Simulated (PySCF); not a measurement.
Simulated outer-valence photoelectron spectrum of 3-oxetanone, `O=C1COC1`. Level of theory: EOM-IP-CCSD/aug-cc-pVDZ in PySCF, restricted Hartree–Fock reference, frozen core, non-relativistic, gas phase, PBE0-D3(BJ)/def2-SVP geometry.

Each root has a Gaussian of 0.8 eV full width with its one-hole share as area; cross sections and vibrations are left out, and the highest printed point is 100.

```csv
ionisation energy (eV),intensity
9.0,0
9.2,2
9.4,7
9.6,20
9.8,44
10.0,71
10.2,89
10.4,85
10.6,63
10.8,35
11.0,15
11.2,4
11.4,1
11.6,0
11.8,1
12.0,5
12.2,15
12.4,32
12.6,48
12.8,50
13.0,38
13.2,26
13.4,25
13.6,38
13.8,55
14.0,65
14.2,70
14.4,76
14.6,82
14.8,81
15.0,69
15.2,49
15.4,26
15.6,12
15.8,11
16.0,25
16.2,55
16.4,88
16.6,100
16.8,80
17.0,45
17.2,18
17.4,5
17.6,1
```

**Question.** Where are the maxima, and how many lines lie under the curve?

**Answer.** 4 maxima, at 10.3, 12.7, 14.7 and 16.6 eV, from 8 lines. At this width some lines have no maximum of their own.

**Question.** List the lines with their holes.

**Answer.** 
```
E (eV)  leading hole (HF orbital)  area  Koopmans (eV)
 10.09                       HOMO  0.95          11.51
 10.44                     HOMO-1  0.95          12.16
 12.73                     HOMO-2  0.95          14.56
 13.89                     HOMO-3  0.94          14.87
 14.51                     HOMO-5  0.94          16.04
 14.99                     HOMO-4  0.96          16.02
 16.55                     HOMO-7  0.93          18.99
 16.59                     HOMO-6  0.94          18.35
```

The widest gap, 2.29 eV, lies between 10.44 and 12.73 eV. Only orbitals with −ε under 21 eV, eight at most, were ionised, so the high end of the curve may lack lines.
